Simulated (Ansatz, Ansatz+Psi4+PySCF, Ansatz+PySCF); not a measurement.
```tsv
atom	x (Å)	y (Å)	z (Å)
C	-0.0212	0.0000	-0.8412
P	0.5665	0.0000	0.8421
H	-0.0332	0.9240	-1.4064
H	-0.0332	-0.9240	-1.4064
H	-0.2395	-1.0972	1.4060
H	-0.2395	1.0972	1.4060
```

Basis set: cc-pVTZ on H, C; cc-pV(T+d)Z on P (spherical functions). Left uncorrelated: 6 orbitals. Correlation on ROHF uses semicanonical orbitals with singles. Charge 0, multiplicity 2.

Computed with Ansatz (development build ahead of 0.2.0); each method stands on the lowest determinant of its kind that the runs found.

The atomization energy at this shape (free ground-state atoms in the same class of orbitals less the molecule, no zero-point energy) of doublet CH4P:

```tsv
method	atomization energy
ROHF-MP2	17.91 eV
ROHF	13.66 eV
```

(1) What does ROHF-CCSD(T) give?

## Answers

(1) 18.14 eV.
